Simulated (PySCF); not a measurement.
Simulated absorption spectrum

C₄H₇F.
Structure used (GFN2-xTB), in Å, numbered top down from 1:
```xyz
12
C4H7F angstrom
C     -1.9886    0.1342   -0.1149
C     -0.8103   -0.4257   -0.3070
C      0.4686    0.3364   -0.4710
C      1.4925   -0.0529    0.5923
F      1.8917   -1.3571    0.4257
H     -2.8857   -0.4495   -0.0008
H     -2.1068    1.2050   -0.0727
H     -0.7082   -1.5018   -0.3449
H      0.8964    0.1203   -1.4539
H      0.2863    1.4095   -0.3964
H      2.3966    0.5610    0.5181
H      1.0688    0.0200    1.5995
```

Computed with TDDFT CAM-B3LYP/def2-SVPD, vertical, gas phase, core orbitals frozen in the response in PySCF.

Computed states:

```csv
state,E (eV),f
S1,7.46,0.258
S2,7.57,0.210
S3,8.08,0.0041
S4,8.12,0.0050
S5,8.43,0.0090
S6,8.75,0.024
S7,9.01,0.0027
S8,9.13,0.021
```

Each state is given a Gaussian of 0.3 eV full width at half maximum, with ε(max) = 2.175×10⁸ f / Δν̃ (Δν̃ the width in cm⁻¹). The width is an assumption, not a result. The curve ends short of the highest state used, and states not computed would add to its high-energy end.

Task: Give the broadened spectrum and its maxima.

Result: 
(E (eV), ε (L mol⁻¹ cm⁻¹)): (7.01, 48), (7.08, 290), (7.14, 1076), (7.21, 3803), (7.27, 8957), (7.34, 18844), (7.41, 30368), (7.47, 37233), (7.54, 37413), (7.60, 30836), (7.67, 19512), (7.74, 9568), (7.80, 4246), (7.87, 1404), (7.94, 645), (8.00, 654), (8.07, 808), (8.13, 847), (8.20, 777), (8.27, 734), (8.33, 791), (8.40, 899), (8.47, 968), (8.53, 1068)

Maxima: 165 nm (7.51 eV), ε about 39000, made up of S1 (56%) and S2 (44%); 153 nm (8.12 eV), ε about 850, made up of S3 (41%) and S4 (53%) (ε in L mol⁻¹ cm⁻¹; maxima over ε = 5, shares over 10%). At its high-energy end, 8.53 eV, the curve is still rising (ε about 1100, from S5 and S6).

Task: What would ε be at 7.51 eV, the highest of these maxima, with half the width (0.15 eV)?

Result: About 59000 L mol⁻¹ cm⁻¹ against 38500, a factor of about 1.5; a lone state at its own centre would give exactly 2.

Task: Coming from long wavelengths, where does ε first pass 100 L mol⁻¹ cm⁻¹?

Result: At about 176 nm (7.04 eV), 0.42 eV below S1.

Time: 17 s of wall time. Hardware: one thread, x86-64 server, shared host.

One conformer stands for the species.
